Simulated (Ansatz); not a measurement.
**hcp Ti**

Computed with r²SCAN (PAW; Ansatz, a first-principles code).

Settings: plane-wave cutoff 500 eV, 12×12×1 k mesh (along the axes of the cell as run), Fermi–Dirac smearing 0.1 eV, scalar-relativistic PAW data made under PBE.

Cell: relaxed at this level.

- surface energy of the (11-20) face = 2.03 J/m²
- work function of the (11-20) face = 3.26 eV

The slab of 20 atoms is relaxed and unreconstructed.

Static lattice: no zero-point or thermal effects.

Cost on a shared machine: around 70 core-minutes (rough).
